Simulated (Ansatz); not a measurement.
# CH6BCl: the cost of one run

All numbers below are computed with Ansatz 0.2.0 (RKS PBE/def2-SVP).

**1. The system as given**

Bond lengths: C2–H3 1.110 Å, C2–H4 1.110 Å, C2–H5 1.110 Å, B1–H6 1.190 Å, B1–H7 1.190 Å, B1–Cl8 2.160 Å, C2–H9 1.182 Å, Cl8–H9 1.392 Å. Angles: H3–C2–H4 109.4°, H3–C2–H5 109.4°, H3–C2–H9 70.3°, H4–C2–H5 109.4°, H4–C2–H9 61.3°, H5–C2–H9 168.8°, H6–B1–H7 120.0°, H6–B1–Cl8 105.6°, H7–B1–Cl8 92.7°, B1–Cl8–H9 69.0°, C2–H9–Cl8 138.8°.

Coordinates:

```xyz
9

B     0.0000    0.0000    0.0000
C     0.0000    0.0000    1.9500
H    -0.9996   -0.3092    2.3205
H     0.7676   -0.7111    2.3205
H     0.2320    1.0203    2.3205
H     1.0305    0.0000   -0.5950
H    -1.0305    0.0000   -0.5950
Cl   -0.2766   -2.0311    0.6811
H    -0.1574   -1.1557    1.7570
```

**2. Pulling towards end A**

Springs on the bonds that form and break draw the guess towards this end; the thresholds are loose.

Contents of input.yaml:

```yaml
crystal:
  periodic: [false, false, false]
  atoms:
    - { symbol: B, position_ang: [0.0, 0.0, 0.0] }
    - { symbol: C, position_ang: [0.0, 0.0, 1.95] }
    - { symbol: H, position_ang: [-0.9996, -0.3092, 2.3205] }
    - { symbol: H, position_ang: [0.7676, -0.7111, 2.3205] }
    - { symbol: H, position_ang: [0.232, 1.0203, 2.3205] }
    - { symbol: H, position_ang: [1.0305, 0.0, -0.595] }
    - { symbol: H, position_ang: [-1.0305, 0.0, -0.595] }
    - { symbol: Cl, position_ang: [-0.2766, -2.0311, 0.6811] }
    - { symbol: H, position_ang: [-0.1574, -1.1557, 1.757] }
basis:
  gaussian: { orbitals: def2-SVP }
hamiltonian:
  xc: pbe
relax:
  f_tol: 0.15
  max_steps: 25
  restrain:
    - { distance: [0, 7], at: 3.06, k: 30.0 }
    - { distance: [8, 1], at: 2.31, k: 30.0 }
    - { distance: [0, 1], at: 1.6, k: 30.0 }
    - { distance: [8, 7], at: 1.37, k: 30.0 }
```

The run is started by

```sh
$ ansatz run input.yaml --threads 1 --pin off --max-ram 2048MiB --backend cpu --events-out ev --progress --plain --runs-dir out
```

**Question.** How long does this run take on 1 thread of Arm Neoverse V2, shared host, and how much memory does it need?

About 18 s, with a peak of 0.13 GiB.
